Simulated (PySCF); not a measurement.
One entry of a table of gas-phase calculations, keyed by method. Lists by class give the value and the number of equivalent atoms.

```json
{
 "formula": "C6H6",
 "smiles": "C=CC=C1C=C1",
 "inchi": "InChI=1S/C6H6/c1-2-3-6-4-5-6/h2-5H,1H2",
 "charge": 0,
 "multiplicity": 1,
 "geometry_level": "GFN2-xTB",
 "atoms_angstrom": [
  ["C", -2.54, 0.081, 0.343],
  ["C", -1.247, 0.391, 0.354],
  ["C", -0.178, -0.58, 0.316],
  ["C", 1.1, -0.243, 0.329],
  ["C", 2.516, -0.547, 0.318],
  ["C", 2.172, 0.732, 0.367],
  ["H", -3.308, 0.834, 0.372],
  ["H", -2.873, -0.943, 0.303],
  ["H", -0.939, 1.429, 0.394],
  ["H", -0.455, -1.625, 0.275],
  ["H", 3.283, -1.282, 0.289],
  ["H", 2.47, 1.752, 0.406]
 ],
 "electronic_structure_code": "PySCF",
 "results": {
  "GFN2-xTB geometry": {
   "point_group": "Cs",
   "rotational_constants_GHz": [18.375, 1.831, 1.665]
  },
  "PBE0/pcSseg-1 ground state and GIAO shieldings, non-relativistic": {
   "dipole_D": 2.94,
   "homo_eV": -5.55,
   "lumo_eV": -0.79,
   "shift_vs_computed_TMS_C_by_class_ppm": [
    [145.1, 1],
    [144.2, 1],
    [143.4, 1],
    [121.9, 1],
    [111.3, 1],
    [90.8, 1]
   ],
   "shift_vs_computed_TMS_H_by_class_ppm": [
    [8.49, 1],
    [8.26, 1],
    [6.56, 1],
    [5.44, 1],
    [5.06, 1],
    [4.89, 1]
   ],
   "charges_hirshfeld_e_by_atom": [-0.13, -0.06, -0.11, -0.01, -0.01, -0.01, 0.04, 0.04, 0.04, 0.04, 0.09, 0.09]
  },
  "B3LYP/pcJ-1 indirect spin-spin coupling, non-relativistic, gas phase; spin–dipole term left out": {
   "largest_one_bond_couplings_by_class_Hz": [
    ["13C–1H", 237.8, 1],
    ["13C–1H", 237.6, 1],
    ["13C–1H", 165.4, 1],
    ["13C–1H", 164.6, 1],
    ["13C–1H", 160.8, 1],
    ["13C–1H", 154.8, 1],
    ["13C–13C", 113.7, 1],
    ["13C–13C", 78.8, 1]
   ]
  }
 }
}
```

The dipole matches unit charges of opposite sign 0.61 Å apart (1 e·Å = 4.8032 D). A dipole of 2.94 D is allowed in Cs, and pure rotational transitions are dipole-allowed. With B = h/(8π²I), that is 505.379 GHz u Å² over I, the principal moments of inertia are 27.5, 276.1 and 303.6 u Å² (most abundant isotopes). The rotational constants make it an asymmetric top with κ = (2B − A − C)/(A − C) = -0.98, nearer the prolate limit (−1).

Conformer computed: `[CH2:1]=[CH:2][CH:3]=[C:4]1[CH:5]=[CH:6]1`: C1–C2–C3–C4 180°.

One conformer stands for the species.
